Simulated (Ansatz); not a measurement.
Results of PBE (Ansatz, a first-principles code, plane waves, PAW) for fcc Pb.

Settings: plane-wave cutoff 520 eV, 20×20×20 k mesh, Fermi–Dirac smearing 0.05 eV, scalar-relativistic PAW data made under PBE.

Equation-of-state points:

```csv
V (Å³/atom),E − E_lowest (meV/atom)
30.089,15.87
30.729,6.78
31.369,1.64
32.009,0.00
32.649,1.49
33.290,5.79
33.930,12.60
```

Q: Fit the third-order Birch–Murnaghan equation and give B0 and B′.

A: V0 = 32.012 Å³/atom, B0 = 39.2 GPa, B′ = 4.6 (fit to the energies at full precision).

Measured, for comparison: bulk modulus 47 GPa (corrected for temperature and zero-point phonon effects; as tabulated in Levämäki et al. (2014), arXiv:1402.3671); equilibrium volume per atom 29.45 Å³/atom (low-temperature or extrapolated to 0 K; zero-point anharmonic expansion removed; as tabulated in Csonka et al. (2009), arXiv:0903.4037). Computed (rounded) less measured: bulk modulus -17 %, equilibrium volume per atom +8.7 %.

Spin–orbit coupling is not included; it can shift volumes and moduli of such heavy elements.

Computed values are for the static lattice.
